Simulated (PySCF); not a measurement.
Species: C3HO2S (charge -1).
SMILES: `O=C([O-])C=C=S`

Computed with TDDFT PBE0/def2-SVPD, vertical, gas phase, core orbitals frozen in the response (PySCF 2.14.0, density-fitted response routines). Geometry: PBE0-D3(BJ)/def2-SVP; no solvent, vibrations or thermal averaging. Torsions of this conformer, `[O:1]=[C:2]([O-:3])[CH:4]=[C:5]=[S:6]`: O1–C2–C4–C5 159°.

Lowest singlets, with some entries withheld (?).

| state | E (eV) | f | main configurations (H = HOMO, L = LUMO) |
| --- | --- | --- | --- |
| S1 | 2.56 | 0.0001 | H→L (93%) |
| S2 | 3.47 | 0.024 | H-2→L (48%), H-1→L (46%) |
| S3 | 3.77 | 0.103 | H-2→L (44%), H-1→L (42%) |
| S4 | 3.83 | 0.0086 | H-3→L (95%) |
| S5 | 5.14 | 0.0002 | H-1→L+2 (80%), H-1→L+1 (14%) |
| S6 | ? | 0.022 | H→L+1 (77%), H→L+2 (12%) |
| S7 | ? | 0.078 | H-2→L+2 (42%), H→L+2 (33%) |
| S8 | ? | 0.0006 | H→L+3 (90%) |
| S9 | ? | 0.156 | H-2→L+2 (29%), H→L+2 (25%), H-4→L (17%) |
| S10 | ? | 0.052 | H-1→L+1 (61%), H-1→L+2 (12%), H-1→L+3 (11%) |

Question: Supply the missing values.

Answer: 
- S6: E = 5.21 eV
- S7: E = 5.33 eV
- S8: E = 5.52 eV
- S9: E = 5.65 eV
- S10: E = 5.75 eV

Question: Where do the lowest triplets lie (Tamm–Dancoff)?

Answer: T1 2.23 eV, H→L (92%); T2 2.81 eV, H-1→L (97%); T3 3.36 eV, H-2→L (91%); T4 3.76 eV, H-3→L (99%). E(S1) − E(T1) = +0.33 eV.

Question: What is the vertical detachment energy by ΔSCF at this level?

Answer: 4.23 eV; −ε(HOMO) is 2.33 eV.

Question: What is the mean static polarisability from the same response equations?

Answer: 84.0 au (12.44 Å³), with principal values 50.1, 64.3 and 137.5 au.

The vertical detachment energy is 4.23 eV (ΔSCF), so S5 and higher lie in the continuum; a finite Gaussian basis only mimics such states.
